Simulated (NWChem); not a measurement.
The numbers come from NWChem runs, not from measurements. System: CH2, charge 0, spin multiplicity 3, at a geometry optimised with UB3LYP/def2-SVP. The structure started from a generated list of species. Its SCF solution wasn't tested for a lower state. Level: ULC-wPBE (omega 0.3 per bohr)/def2-QZVP.

The NWChem input:

```
start mol
memory heap 200 mb stack 900 mb global 1100 mb
geometry units angstroms nocenter noautoz
  C      0.000000     0.000000    -0.105728
  H      1.005582     0.000000     0.317184
  H     -1.005582     0.000000     0.317184
  symmetry group C2v
end
basis spherical
  * library def2-qzvp
end
dft
  xc xwpbe 1.00 cpbe96 1.0 hfexch 1.00
  cam 0.3 cam_alpha 0.00 cam_beta 1.00
  odft
  mult 3
  direct
  iterations 100
end
task dft energy
```

NWChem printed:

```
             Northwest Computational Chemistry Package (NWChem) 7.3.0
             --------------------------------------------------------

                                NWChem Input Module
                                -------------------

 Scaling coordinates for geometry "geometry" by  1.889725989
 (inverse scale =  0.529177249)

 Turning off AUTOSYM since
 SYMMETRY directive was detected!

                             Geometry "geometry" -> ""
                             -------------------------

 Output coordinates in angstroms (scale by  1.889725989 to convert to a.u.)

  No.       Tag          Charge          X              Y              Z
 ---- ---------------- ---------- -------------- -------------- --------------
    1 C                    6.0000     0.00000000     0.00000000    -0.10572800
    2 H                    1.0000     1.00558200     0.00000000     0.31718400
    3 H                    1.0000    -1.00558200     0.00000000     0.31718400

 Effective nuclear repulsion energy (a.u.)       6.0841501544

            Nuclear Dipole moment (a.u.)
            ----------------------------
        X                 Y               Z
 ---------------- ---------------- ----------------
     0.0000000000     0.0000000000     0.0000000000

      Symmetry information
      --------------------

 Group name             C2v
 Group number             16
 Group order               4
 No. of unique centers     2

      Symmetry unique atoms

     1    2


 Summary of "ao basis" -> "" (spherical)
 ------------------------------------------------------------------------------
       Tag                 Description            Shells   Functions and Types
 ---------------- ------------------------------  ------  ---------------------
 *                         def2-qzvp                  on all atoms

  pbe96 is a nonlocal functional; adding pw91lda local functional.

                                 NWChem DFT Module
                                 -----------------

 Summary of "ao basis" -> "ao basis" (spherical)
 ------------------------------------------------------------------------------
       Tag                 Description            Shells   Functions and Types
 ---------------- ------------------------------  ------  ---------------------
 C                         def2-qzvp                17       57   7s4p3d2f1g
 H                         def2-qzvp                10       30   4s3p2d1f

 Summary of "ao basis" -> "ao basis" (spherical)
 ------------------------------------------------------------------------------
       Tag                 Description            Shells   Functions and Types
 ---------------- ------------------------------  ------  ---------------------
 C                         def2-qzvp                17       57   7s4p3d2f1g
 H                         def2-qzvp                10       30   4s3p2d1f

      Symmetry analysis of basis
      --------------------------

        a1         44
        a2         17
        b1         33
        b2         23

  int_init: cando_txs set to always be  F

            General Information
            -------------------
          SCF calculation type: DFT
          Wavefunction type:  spin polarized.
          No. of atoms     :     3
          No. of electrons :     8
           Alpha electrons :     5
            Beta electrons :     3
          Charge           :     0
          Spin multiplicity:     3
          Use of symmetry is: on ; symmetry adaption is: on
          Maximum number of iterations: 100
          This is a Direct SCF calculation.
          AO basis - number of functions:   117
                     number of shells:    37
          Convergence on energy requested:  1.00D-06
          Convergence on density requested:  1.00D-05
          Convergence on gradient requested:  5.00D-04

              XC Information
              --------------
                     Hartree-Fock (Exact) Exchange  1.000
                     LC-wPBE(h)Exchange Functional  1.000
            Perdew 1991 LDA Correlation Functional  1.000 local
           PerdewBurkeErnz. Correlation Functional  1.000 non-local

           Range-Separation Parameters
           ---------------------------
           Alpha           :  0.00
           Beta            :  1.00
           Gamma           :  0.30
           Short-Range HF  :     F

             Grid Information
             ----------------
          Grid used for XC integration:  medium
          Radial quadrature: Mura-Knowles
          Angular quadrature: Lebedev.
          Tag              B.-S. Rad. Rad. Pts. Rad. Cut. Ang. Pts.
          ---              ---------- --------- --------- ---------
          C                   0.70       49           7.0       434
          H                   0.35       45           8.0       434
          Grid pruning is: on
          Number of quadrature shells:    94
          Spatial weights used:  Erf1

          Convergence Information
          -----------------------
          Convergence aids based upon iterative change in
          total energy or number of iterations.
          Levelshifting, if invoked, occurs when the
          HOMO/LUMO gap drops below (HL_TOL):  1.00D-02
          DIIS, if invoked, will attempt to extrapolate
          using up to (NFOCK): 10 stored Fock matrices.

                    Damping( 0%)  Levelshifting(0.5)       DIIS
                  --------------- ------------------- ---------------
          dE  on:    start            ASAP                start
          dE off:    2 iters        100 iters           100 iters
[...]
    60      0.140851  2 H  s                 90      0.140851  3 H  s
    59      0.081326  2 H  s                 89      0.081326  3 H  s

 Vector    5  Occ=1.000000D+00  E=-3.484529D-01  Symmetry=b2
              MO Center= -1.2D-15, -9.3D-15, -8.8D-02, r^2= 1.2D+00
   Bfn.  Coefficient  Atom+Function         Bfn.  Coefficient  Atom+Function
  ----- ------------  ---------------      ----- ------------  ---------------
    12      0.339401  1 C  py                15      0.331467  1 C  py
     9      0.325490  1 C  py                18      0.181110  1 C  py

 Vector    6  Occ=0.000000D+00  E= 1.008645D-01  Symmetry=a1
              MO Center=  9.3D-17, -8.4D-16,  2.4D-01, r^2= 6.4D+00
   Bfn.  Coefficient  Atom+Function         Bfn.  Coefficient  Atom+Function
  ----- ------------  ---------------      ----- ------------  ---------------
     7      2.147413  1 C  s                 61     -1.588168  2 H  s
    91     -1.588168  3 H  s                 19      0.454091  1 C  pz
     6     -0.364268  1 C  s                  5      0.248928  1 C  s
    60      0.225826  2 H  s                 90      0.225826  3 H  s
    29     -0.076551  1 C  d  2              65     -0.074305  2 H  px

 Vector    7  Occ=0.000000D+00  E= 1.532011D-01  Symmetry=b1
              MO Center= -7.4D-16, -1.6D-29,  8.5D-01, r^2= 6.5D+00
   Bfn.  Coefficient  Atom+Function         Bfn.  Coefficient  Atom+Function
  ----- ------------  ---------------      ----- ------------  ---------------
    61      3.373385  2 H  s                 91     -3.373385  3 H  s
    60     -2.142679  2 H  s                 90      2.142679  3 H  s
    17     -1.813239  1 C  px                14      1.474022  1 C  px
    68      0.499002  2 H  px                98      0.499002  3 H  px
    33     -0.475446  1 C  d  1              11      0.290786  1 C  px

 Vector    8  Occ=0.000000D+00  E= 1.997176D-01  Symmetry=a1
              MO Center= -1.4D-16,  3.2D-16, -1.3D-01, r^2= 6.1D+00
   Bfn.  Coefficient  Atom+Function         Bfn.  Coefficient  Atom+Function
  ----- ------------  ---------------      ----- ------------  ---------------
    19      1.551861  1 C  pz                16     -0.877744  1 C  pz
     7      0.511877  1 C  s                 60     -0.271805  2 H  s
    90     -0.271805  3 H  s                 10     -0.166633  1 C  pz
     5      0.161502  1 C  s                 61     -0.126232  2 H  s
    91     -0.126232  3 H  s                 59      0.054239  2 H  s

                     DFT Final Beta Molecular Orbital Analysis
                     -----------------------------------------

 Vector    1  Occ=1.000000D+00  E=-1.007778D+01  Symmetry=a1
              MO Center=  1.8D-17, -2.2D-19, -1.1D-01, r^2= 2.8D-02
   Bfn.  Coefficient  Atom+Function         Bfn.  Coefficient  Atom+Function
  ----- ------------  ---------------      ----- ------------  ---------------
     1      0.552015  1 C  s                  3      0.360855  1 C  s
     4      0.186592  1 C  s

 Vector    2  Occ=1.000000D+00  E=-6.990807D-01  Symmetry=a1
              MO Center=  3.7D-15, -5.7D-16,  1.5D-01, r^2= 9.8D-01
   Bfn.  Coefficient  Atom+Function         Bfn.  Coefficient  Atom+Function
  ----- ------------  ---------------      ----- ------------  ---------------
     6      0.383219  1 C  s                  5      0.237900  1 C  s
     7      0.128501  1 C  s                 59      0.120407  2 H  s
    89      0.120407  3 H  s                  3     -0.114727  1 C  s
     1     -0.101239  1 C  s                 60      0.097732  2 H  s
    90      0.097732  3 H  s                  4     -0.077629  1 C  s

 Vector    3  Occ=1.000000D+00  E=-5.289048D-01  Symmetry=b1
              MO Center=  4.7D-15, -1.3D-15,  1.2D-01, r^2= 1.2D+00
   Bfn.  Coefficient  Atom+Function         Bfn.  Coefficient  Atom+Function
  ----- ------------  ---------------      ----- ------------  ---------------
     8      0.240255  1 C  px                60      0.220547  2 H  s
    90     -0.220547  3 H  s                 11      0.189991  1 C  px
    59      0.184400  2 H  s                 89     -0.184400  3 H  s
    14      0.091349  1 C  px                58      0.087897  2 H  s
    88     -0.087897  3 H  s                 61      0.051075  2 H  s

 Vector    4  Occ=0.000000D+00  E= 3.764044D-03  Symmetry=a1
              MO Center= -8.8D-14, -2.1D-14, -3.6D-01, r^2= 1.9D+00
   Bfn.  Coefficient  Atom+Function         Bfn.  Coefficient  Atom+Function
  ----- ------------  ---------------      ----- ------------  ---------------
    19     -0.440816  1 C  pz                 7      0.428964  1 C  s
     6      0.403180  1 C  s                 60     -0.263727  2 H  s
    90     -0.263727  3 H  s                 10     -0.240640  1 C  pz
    13     -0.218543  1 C  pz                59     -0.097126  2 H  s
    89     -0.097126  3 H  s                 34      0.070060  1 C  d  2

 Vector    5  Occ=0.000000D+00  E= 2.604793D-02  Symmetry=b2
              MO Center=  1.8D-15,  2.6D-14, -5.6D-02, r^2= 2.2D+00
   Bfn.  Coefficient  Atom+Function         Bfn.  Coefficient  Atom+Function
  ----- ------------  ---------------      ----- ------------  ---------------
    18      0.527155  1 C  py                12      0.262997  1 C  py
     9      0.250317  1 C  py                15      0.140523  1 C  py
    69      0.049493  2 H  py                99      0.049493  3 H  py

 Vector    6  Occ=0.000000D+00  E= 1.119393D-01  Symmetry=a1
              MO Center= -6.3D-15,  8.5D-16,  2.7D-01, r^2= 6.6D+00
   Bfn.  Coefficient  Atom+Function         Bfn.  Coefficient  Atom+Function
  ----- ------------  ---------------      ----- ------------  ---------------
     7      2.411579  1 C  s                 61     -1.676438  2 H  s
    91     -1.676438  3 H  s                 19      0.466244  1 C  pz
     6     -0.384668  1 C  s                  5      0.230944  1 C  s
    60      0.187458  2 H  s                 90      0.187458  3 H  s
    65     -0.075171  2 H  px                95      0.075171  3 H  px

   alpha - beta orbital overlaps
   -----------------------------

   alpha      1      2      3      4      5      6      7      8      9     10
    beta      1      2      3      4      5      6      7      9     10      8
 overlap   1.000  0.992  0.999  0.962  0.961  0.998  0.998  0.958  0.961  0.998

   alpha     11     12     13     14     15     16     17     18     19     20
    beta     11     12     13     14     15     16     17     18     19     21
 overlap   0.983  0.997  0.996  0.999  0.994  0.997  0.996  0.994  0.997  0.943

   alpha     21     22     23     24     25     26     27     28     29     30
    beta     20     23     22     24     25     26     27     28     29     31
 overlap   0.926  0.927  0.999  0.945  0.999  0.999  0.999  0.999  0.999  0.992

   alpha     31     32     33     34     35     36     37     38     39     40
    beta     30     32     33     36     37     34     35     38     39     40
 overlap   0.999  0.991  0.914  0.947  0.915  0.999  0.996  0.947  0.994  0.985

   alpha     41     42     43     44     45     46     47     48     49     50
    beta     41     42     43     44     45     46     48     47     49     51
 overlap   0.986  0.994  0.997  0.958  0.996  0.919  0.946  0.997  0.998  0.936

   alpha     51     52     53     54     55     56     57     58     59     60
    beta     50     52     53     54     55     56     57     58     59     60
 overlap   0.999  0.998  0.937  0.999  1.000  1.000  0.998  1.000  0.999  0.998

   alpha     61     62     63     64     65     66     67     68     69     70
    beta     61     62     63     64     65     66     67     68     69     70
 overlap   1.000  0.998  0.999  0.999  0.999  0.998  0.999  1.000  0.998  0.994

   alpha     71     72     73     74     75     76     77     78     79     80
    beta     71     73     72     74     75     76     77     78     79     80
 overlap   0.995  0.955  0.992  0.917  0.997  0.847  0.834  0.978  0.994  0.982

   alpha     81     82     83     84     85     86     87     88     89     90
    beta     81     82     83     84     85     86     87     88     89     90
 overlap   0.981  0.997  0.983  0.994  0.999  0.999  0.999  0.998  0.996  1.000

   alpha     91     92     93     94     95     96     97     98     99    100
    beta     91     92     93     94     95     96     97     98    100     99
 overlap   0.998  0.999  0.995  0.999  0.999  0.999  0.998  0.998  0.999  0.999

   alpha    101    102    103    104    105    106    107    108    109    110
    beta    101    102    103    104    105    106    107    108    109    110
 overlap   0.998  1.000  0.999  1.000  1.000  1.000  1.000  0.999  1.000  1.000

   alpha    111    112    113    114    115    116    117
    beta    111    112    113    114    115    116    117
 overlap   1.000  0.999  1.000  1.000  1.000  1.000  1.000

     --------------------------
     Expectation value of S2:
     --------------------------
      <S2> =      2.0061 (Exact =     2.0000)

 center of mass
 --------------
 x =   0.00000000 y =   0.00000000 z =  -0.08486237

 moments of inertia (a.u.)
 ------------------
           1.102251791463           0.000000000000           0.000000000000
           0.000000000000           8.380850500932           0.000000000000
           0.000000000000           0.000000000000           7.278598709469

     Multipole analysis of the density
     ---------------------------------

     L   x y z        total         alpha         beta         nuclear
     -   - - -        -----         -----         ----         -------
     0   0 0 0      0.000000     -5.000000     -3.000000      8.000000

     1   1 0 0     -0.000000      0.000000     -0.000000      0.000000
     1   0 1 0     -0.000000     -0.000000     -0.000000      0.000000
     1   0 0 1      0.250144      0.559863     -0.309719      0.000000

     2   2 0 0     -4.364377     -6.512651     -5.073813      7.222086
     2   1 1 0      0.000000      0.000000      0.000000      0.000000
     2   1 0 1      0.000000      0.000000     -0.000000      0.000000
     2   0 2 0     -6.209583     -4.774056     -1.435527      0.000000
     2   0 1 1      0.000000      0.000000     -0.000000      0.000000
     2   0 0 2     -5.820198     -5.075364     -1.702886      0.958052

 Task  times  cpu:       54.9s     wall:       54.9s

 Total times  cpu:       54.9s     wall:       54.9s
```
